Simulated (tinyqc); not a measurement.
Worked calculation: Born-Oppenheimer dynamics on the B3LYP (VWN-RPA form)/sto-3g surface (energies and gradients from PySCF), for H2O, spin multiplicity 1. Computed by tinyqc, a small Python program that keeps every step (integrals from PySCF). Settings: charge = 0, multiplicity = 1, basis = sto-3g, functional = b3lyp, time step (fs) = 0.2, steps = 16. Command: `OMP_NUM_THREADS=1 python tinyqc.py 26755 26756 out.jsonl` (the two numbers bound the seeds that draw the settings). One thread of a shared host (Intel(R) Xeon(R) Processor @ 2.60GHz), about 6 s of CPU time with the checks.

## Velocity Verlet step 1

positions (bohr):
```
            x          y          z
1O   0.022677   0.020787  -0.045353
2H  -0.073699   1.576032   0.799354
3H  -0.064251  -1.572252   0.922186
```

velocities (bohr per atomic time unit):
```
               x             y             z
1O   0.000017962   0.000003917   0.000007610
2H  -0.000151038  -0.000040083  -0.000169390
3H  -0.000134038  -0.000022083   0.000048610
```

gradient (hartree/bohr):
```
              x            y            z
1O  -0.01373257   0.06253595   0.13132594
2H   0.00884710  -0.05650519  -0.08346385
3H   0.00488979  -0.00603039  -0.04785917
```

masses (electron masses): 1O 29156.946388, 2H 1837.152588, 3H 1837.152588

gradient after step 1 (hartree/bohr):
```
              x            y            z
1O  -0.01388154   0.06236736   0.13073151
2H   0.00894500  -0.05598448  -0.08311912
3H   0.00494092  -0.00638250  -0.04760959
```

dt = 0.2 fs = 8.2683 atomic units; x' = x + v dt - g dt^2 / (2m); after the new gradient g', v' = v - (g + g') dt / (2m).

positions after step 1 (bohr):
```
            x          y          z
1O   0.022841   0.020746  -0.045444
2H  -0.075113   1.576752   0.799507
3H  -0.065450  -1.572323   0.923479
```

velocities after step 1 (bohr per atomic time unit):
```
               x             y             z
1O   0.000021878  -0.000013793  -0.000029547
2H  -0.000191075   0.000213052   0.000205471
3H  -0.000156160   0.000005850   0.000263443
```

## Velocity Verlet step 2

gradient after step 2 (hartree/bohr):
```
              x            y            z
1O  -0.01384867   0.05995275   0.12858073
2H   0.00887915  -0.05309229  -0.08138838
3H   0.00497418  -0.00685999  -0.04718965
```

As before.

positions after step 2 (bohr):
```
            x          y          z
1O   0.023038   0.020559  -0.045842
2H  -0.076859   1.579555   0.802752
3H  -0.066833  -1.572155   0.926543
```

velocities after step 2 (bohr per atomic time unit):
```
               x             y             z
1O   0.000025810  -0.000031137  -0.000066314
2H  -0.000231185   0.000458507   0.000575662
3H  -0.000178472   0.000035649   0.000476770
```

## Energy conservation

The total energy should stay constant up to terms of order dt^2; the step counts as short enough if it moves by less than 2 % of the largest kinetic energy.

Trajectory:
```
time (fs)  1O-2H (angstrom)  potential (hartree)  kinetic (hartree)  total (hartree)
0.000000           0.937944         -75.29709274         0.00007368     -75.29701906
0.200000           0.938404         -75.29724240         0.00022267     -75.29701972
0.400000           0.940769         -75.29789670         0.00087379     -75.29702291
0.600000           0.944971         -75.29900505         0.00197692     -75.29702813
0.800000           0.950894         -75.30048416         0.00344951     -75.29703466
1.000000           0.958377         -75.30222938         0.00518771     -75.29704167
1.200000           0.967226         -75.30412757         0.00707917     -75.29704840
1.400000           0.977223         -75.30606915         0.00901488     -75.29705428
1.600000           0.988134         -75.30795745         0.01089851     -75.29705894
1.800000           0.999721         -75.30971451         0.01265226     -75.29706226
2.000000           1.011746         -75.31128359         0.01421932     -75.29706426
2.200000           1.023982         -75.31262872         0.01556362     -75.29706511
2.400000           1.036211         -75.31373263         0.01666764     -75.29706500
2.600000           1.048234         -75.31459351         0.01752934     -75.29706417
2.800000           1.059868         -75.31522158         0.01815875     -75.29706282
3.000000           1.070948         -75.31563586         0.01857470     -75.29706116
3.200000           1.081328         -75.31586126         0.01880195     -75.29705931
```

The total energy moves within 4.6e-05 hartree, under 2 % of the largest kinetic energy.
